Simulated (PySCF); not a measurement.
# Löwdin shares of the frontier orbitals

Compound: C5H7F.
Z-matrix (Å and degrees, PBE0-D3(BJ)/def2-SVP geometry), rows numbered from 1:
```
C 
C   1  1.3405
C   2  1.4622  1  126.24
C   3  1.3416  2  121.36  1   179.25
C   3  1.5012  2  117.95  1    -0.88
F   5  1.3671  3  111.93  2  -179.49
H   1  1.0935  2  122.80  3    -0.11
H   1  1.0923  2  120.87  3   179.89
H   2  1.0956  1  118.78  3  -179.90
H   4  1.0910  3  120.89  2  -179.92
H   4  1.0929  3  120.78  2     0.04
H   5  1.1052  3  110.05  2    59.57
H   5  1.1051  3  109.94  2   -58.70
```

Computed with TDDFT wB97X-D/def2-SVPD, vertical, gas phase, core orbitals frozen in the response (PySCF).

Kohn–Sham orbitals with the atoms that hold most of them (Löwdin shares over 4%, at most four atoms; ? is withheld):

| orbital | ε (eV) | atoms |
| --- | --- | --- |
| HOMO-3 | -12.53 | F6 47%, C5 14%, C3 12%, C2 7% |
| HOMO-2 | -11.49 | F6 21%, C3 17%, C5 16%, C2 12% |
| HOMO-1 | -10.92 | C2 23%, C1 15%, C3 15%, C5 12% |
| HOMO | -8.77 | ? |
| LUMO | 0.66 | ? |
| LUMO+1 | 2.39 | C1 18%, C5 16%, C4 12%, C2 10% |
| LUMO+2 | 2.83 | C1 20%, C4 18%, H8 10%, H7 9% |

(1) Give the leading atoms of the LUMO.

(2) Give the leading atoms of the HOMO.

(3) How does S1 compare with the orbital gap of 9.43 eV?

(4) Give energy, strength and leading configuration of S1, S2, S3 and S4, and follow the Löwdin shares of the leading atoms from the occupied to the empty orbital.

Results:

(1) C4 (bonded to C and 2 H) 25%; C1 (bonded to C and 2 H) 23%; C2 (bonded to 2 C and H) 17%; C3 (bonded to 3 C) 15%.

(2) C4 (bonded to C and 2 H) 26%; C1 (bonded to C and 2 H) 23%; C3 (bonded to 3 C) 21%; C2 (bonded to 2 C and H) 16%.

(3) S1 is at 5.88 eV (f = 0.634), 3.55 eV below the gap, made of HOMO→LUMO (98%). Without the coupling terms of the response equations the lowest excitation would equal the gap.

(4) 
- S1 (5.88 eV, f 0.634), HOMO→LUMO (98%): C4 26% → 25%, C1 23% → 23%
- S2 (7.06 eV, f 0.0045), HOMO→LUMO+1 (85%): C4 26% → 12%, C1 23% → 18%, C5 at most 14% → 16%
- S3 (7.17 eV, f 0.0003), HOMO-2→LUMO (93%): F6 21% → at most 16%, C3 17% → 15%, C4 at most 13% → 25%, C1 at most 13% → 23%
- S4 (7.30 eV, f 0.0025), HOMO-1→LUMO (84%): C2 23% → 17%, C1 15% → 23%, C4 at most 13% → 25%

One conformer stands for the species.
